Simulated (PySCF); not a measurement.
Method: PBE-D3(BJ)/def2-TZVP // PBE0-D3(BJ)/def2-TZVP run with PySCF. Isolated molecules, 0 K electronic values unless said otherwise. One relaxed conformer stands for a flexible species; it need not be the lowest. 

Reference species (SMILES): `[OH][In][SH]` (H–O–In–S torsion -180°, O–In–S–H torsion 0°) (neutral, multiplicity 2).

* **highest occupied spin orbital**: -5.30 eV

Changed species: `[SH]` (radical fragment; the reference has radical fragment).

Give the shifts of the highest occupied spin orbital.

the highest occupied spin orbital falls by 0.82 eV, to -6.12 eV.
